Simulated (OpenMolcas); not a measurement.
**SiO2 (silicon dioxide molecule) at SSB-D (no dispersion term)/def2-TZVPD (RICD fitting, fitting threshold 1e-06)**

What is the vertical electron affinity of SiO2 (silicon dioxide molecule) at SSB-D (no dispersion term)/def2-TZVPD (RICD fitting, fitting threshold 1e-06)? 

The results are computed with OpenMolcas 26.06.

## (1) Starting point

SiO2 has 3 atoms, charge 0, and is taken as a singlet. SMILES: `O=[Si]=O`. Geometry: relaxed at GFN2-xTB.

Bond lengths: O1–Si2 1.491 Å, Si2–O3 1.491 Å. Angles: O1–Si2–O3 179.9°.

## (2) A single-point energy at SSB-D (no dispersion term)/def2-TZVPD (RICD fitting, fitting threshold 1e-06)

File job.inp:

```
&gateway
  baslib=$CurrDir
  coord
  3
  bohr
  O      1.30623539     2.30034471     0.97082790
  Si    -0.00137950     0.00083148    -0.00030236
  O     -1.30487479    -2.30119509    -0.97052554
  basis=def2-TZVPD
  group=NoSym
  ricd
  acd
  cdthreshold=1e-06

&seward

&scf
  ksdft=SSBD
  prorbitals=0
```

The basis set def2-TZVPD is read from a file made from the Basis Set Exchange's data (not shown).

Started as:

```console
$ export MOLCAS_MEM=1860
$ pymolcas job.inp > job.log
```

Output:

```text
--- Start Module: gateway ---
[...]
--- Stop Module: gateway /rc=_RC_ALL_IS_WELL_ ---
--- Start Module: seward ---
[...]
      Basis functions          123
--- Stop Module: seward /rc=_RC_ALL_IS_WELL_ ---
[...]
--- Start Module: scf ---
[...]
 ###    WARNING:  Find_Functional: Dispersion corrections are                ###
 ###    not implemented!                                                     ###
 ###############################################################################
[...]
       Convergence after  13 Iterations
[...]
::    Total KS-DFT energy                            -442.1398405141
[...]
      Total spin, S                                     0.0000000000
[...]
      Total electronic charge=   30.000000
      Total            charge=   -0.000000
[...]
      Dipole Moment (debye):
      Origin of the operator (angstrom)=   -0.0001    0.0001   -0.0000
                   X= -5.3523E-03               Y=  3.2325E-03               Z= -1.1858E-03           Total=  6.3641E-03
      Quadrupole Moment (debye*angstrom):
[...]
--- Stop Module: scf /rc=_RC_ALL_IS_WELL_ ---
[...]
```

Run time: 8.1 s. Hardware: 1 thread of Arm Neoverse V1, shared host; peak memory 0.14 GiB.

## (3) The doublet anion, same level

File job.inp:

```
>>> EXPORT MOLCAS_PRINT=2
&GATEWAY
BasLib = $CurrDir
Coord
3
bohr
O      1.30623539     2.30034471     0.97082790
Si    -0.00137950     0.00083148    -0.00030236
O     -1.30487479    -2.30119509    -0.97052554
Basis = def2-TZVPD
Group = NoSym
RICD
aCD
CDThreshold = 1e-06
&SEWARD
&SCF
UHF
Charge = -1
Spin = 2
KSDFT = SSBD
PrOrbitals = 0
```

The basis set def2-TZVPD is read from a file made from the Basis Set Exchange's data (not shown).

Started as:

```console
$ export MOLCAS_MEM=1860
$ pymolcas job.inp > job.log
```

Output:

```text
--- Start Module: gateway ---
[...]
--- Stop Module: gateway /rc=_RC_ALL_IS_WELL_ ---
--- Start Module: seward ---
[...]
      Basis functions          123
--- Stop Module: seward /rc=_RC_ALL_IS_WELL_ ---
[...]
--- Start Module: scf ---
[...]
 ###    WARNING:  Find_Functional: Dispersion corrections are                ###
 ###    not implemented!                                                     ###
 ###############################################################################
[...]
       Convergence after  17 Iterations
[...]
::    Total KS-DFT energy                            -442.1940225177
[...]
      Total spin, S                                     0.5048127092
[...]
      Total electronic charge=   31.000000
      Total            charge=   -1.000000
[...]
      Dipole Moment (debye):
      Origin of the operator (angstrom)=   -0.0001    0.0001   -0.0000
                   X=  1.5382E-03               Y= -1.4132E-03               Z=  2.3397E-04           Total=  2.1019E-03
      Center of Charge (angstrom)
[...]
--- Stop Module: scf /rc=_RC_ALL_IS_WELL_ ---
[...]
```

Run time: 13 s. Hardware: 1 thread of Arm Neoverse V1, shared host; peak memory 0.14 GiB.

## (4) What came out

At SSB-D (no dispersion term)/def2-TZVPD (RICD fitting, fitting threshold 1e-06):

| quantity | value |
| --- | --- |
| singlet SiO2: total energy | -442.13984 Eh |
| singlet SiO2: dipole moment | 0.01 D |
| singlet SiO2: HOMO energy | -8.56 eV |
| singlet SiO2: LUMO energy | -4.33 eV |
| singlet SiO2: HOMO–LUMO gap | 4.23 eV |
| doublet anion: total energy | -442.19402 Eh |
| doublet anion: HOMO energy (highest over α and β) | 1.23 eV |
| doublet anion: LUMO energy (lowest over α and β) | 2.16 eV |
| doublet anion: ⟨S²⟩ | 0.760 |
| vertical electron affinity (to the doublet anion) | 1.474 eV |

**Reading.** At fixed nuclei the extra electron is bound by 1.47 eV (34 kcal/mol). The HOMO (doublet anion) lies at positive energy, 1.23 eV; only total energies tell whether the electron is bound.
